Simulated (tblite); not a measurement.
Compound: C4H6NO (doublet state).
Atom-mapped SMILES: `[CH3:1][C@H:2]1[CH:3][O:4][N:5]=[CH:6]1` (hydrogens: H7, H8, H9 on C1; H10 on C2; H11 on C3; H12 on C6)

Computed with GFN2-xTB (tblite): harmonic, unscaled wavenumbers at the GFN2-xTB geometry, gas phase. Errors from tens to a few hundred cm⁻¹ against measured bands are possible. Open shells enter through the occupations alone, without spin polarisation, and single modes of such species can be off by tens of per cent.

Harmonic wavenumbers (cm⁻¹): 166.3, 186.9, 247.8, 304.1, 460.3, 559.1, 738.5, 775.7, 835.6, 917.9, 945.5, 965.4, 1030.5, 1044.0, 1067.6, 1082.0, 1180.7, 1234.5, 1243.1, 1263.9, 1390.0, 1486.3, 1491.6, 1572.2, 2777.0, 3039.8, 3040.8, 3045.6, 3176.8, 3210.5.

A = 7610, B = 3543, C = 2722 MHz; mass 84.045 u (most abundant isotopes); point group C1, symmetry number 1; spin multiplicity 2.

Problem. Zero-point energy?

Solution. Half the sum of the wavenumbers: 20240 cm⁻¹ = 57.87 kcal/mol.

Problem. Entropy at 350 K, 1 bar (ideal gas, RRHO, classical rotation)?

Solution. Translation 40.02, rotation 26.36, vibration 13.42, spin (R ln 2) 1.38: S = 81.2 cal/(mol K).

Problem. And Cp and H(350 K) − H(0)?

Solution. Cp = 26.73 cal/(mol K), of which vibrations give 18.78 (their classical limit is 30 R = 59.6); H(350 K) − H(0) = 5.63 kcal/mol without the zero-point energy, 2.85 from vibrations.

Problem. What must be added to the electronic energy to get the Gibbs energy at 350 K and 1 bar?

Solution. ZPE + [H(350 K) − H(0)] − T·S = 57.87 + 5.63 − 28.41 = 35.09 kcal/mol.

Problem. How do the functions run with temperature in this model?

Solution. 
```tsv
T (K)	S (cal/(mol K))	Cp (cal/(mol K))	H − H(0) (kcal/mol)	G − H(0) (kcal/mol)	ln q(vib)
100	59.4	11.7	0.92	-5.03	0.21
200	69.2	17.1	2.36	-11.49	1.04
300	77.3	23.4	4.38	-18.82	2.08
500	92.2	35.4	10.32	-35.80	4.50
800	111.6	46.6	22.80	-66.47	8.40
1000	122.5	51.3	32.62	-89.90	10.94
```

q(vib) and H(0) count from the zero-point level.

Problem. Which modes carry the vibrational entropy at 350 K?

Solution. 166.3 cm⁻¹: 2.78; 186.9 cm⁻¹: 2.56; 247.8 cm⁻¹: 2.03; 304.1 cm⁻¹: 1.67; 460.3 cm⁻¹: 0.99; 559.1 cm⁻¹: 0.72 cal/(mol K); the other 24 give 2.67 together.

Hindered rotation and anharmonicity are outside this model. The structure is chiral; the term R ln 2 for an equal mix with its mirror image is left out.
